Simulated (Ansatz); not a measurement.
**Isomers**

Structures of CH3BSi, singlet, relaxed at PBE0-D4/def2-TZVP (vibrations not checked; lower isomers may exist, and structures with a doubtful reference or unclear bonds are left out). Ansatz 0.2.0; basis: def2-TZVPP; cores frozen in the correlated methods. B3LYP uses VWN-RPA correlation.

Task: Rank them by CCSD(T) energy, lowest first, and give each one's height above the lowest. Links in brackets join atoms within 1.22 times the sum of their covalent radii (1.1 for two metals). (An estimate is asked for; the value comes from the calculation.)
A.
CH₃BSi ([B][Si][CH3])
```
6
angstrom
B 0.0400 -2.1405 1.2907
Si 0.0930 -1.3077 -0.3861
C -0.0165 0.5797 -0.2519
H -0.8994 0.9483 -0.7783
H 0.8785 1.0442 -0.6712
H -0.0957 0.8760 0.7967
```
B.
CH₃BSi ([B]1[CH][SiH2]1)
```
6
angstrom
B -0.8939 0.1422 -0.3509
C 0.4158 0.0525 -0.6718
Si -0.0410 0.2303 1.2707
H 0.2077 -0.9156 2.1859
H 1.3841 -0.0317 -1.1328
H 0.3246 1.4774 1.9943
```
C.
CH₃BSi ([BH]1[CH][SiH]1)
```
6
angstrom
B -0.3166 -0.2377 -0.4507
C 0.1589 -0.2648 0.9520
Si 1.2238 0.7458 0.0339
H -1.1146 -0.6033 -1.2475
H 2.4376 1.5197 0.4198
H -0.1443 -0.7296 1.8814
```
D.
CH₃BSi ([BH][C][SiH2])
```
6
angstrom
B 1.0892 0.7974 -0.1052
Si -1.5263 -0.7043 0.1209
C -0.0763 0.1238 -0.0042
H -2.8584 -0.0587 0.2004
H 2.1034 1.3827 -0.1931
H -1.6495 -2.1808 0.1671
```

Result: Computed: C (0.00 kcal/mol), D (9.81 kcal/mol), B (20.90 kcal/mol), A (66.11 kcal/mol). Heights count from the lowest.

Task: Do PBE-D4, r2SCAN-D4, PBE0-D4, B3LYP-D4, wB97M-V, HF, MP2 give the same order? (Judge from chemistry; the calculation decides.)

Result: Computed: All do.

T1 diagnostic: at most 0.035. The T1 diagnostic is large here, which may signal multireference character or strong orbital relaxation, so CCSD(T) is less sure. The restricted Hartree–Fock reference is unstable towards an unrestricted one at one or more of these structures.

For scale, one of the runs: CCSD(T)/def2-TZVPP, 146 basis functions, launched by `ansatz run in.yaml --threads 2 --pin off --events-out ev --progress --plain --max-ram 4352MiB`. Hardware: 2 CPU threads of an Arm Neoverse V2, shared host. Wall time 66 s; peak host memory 0.86 GiB.
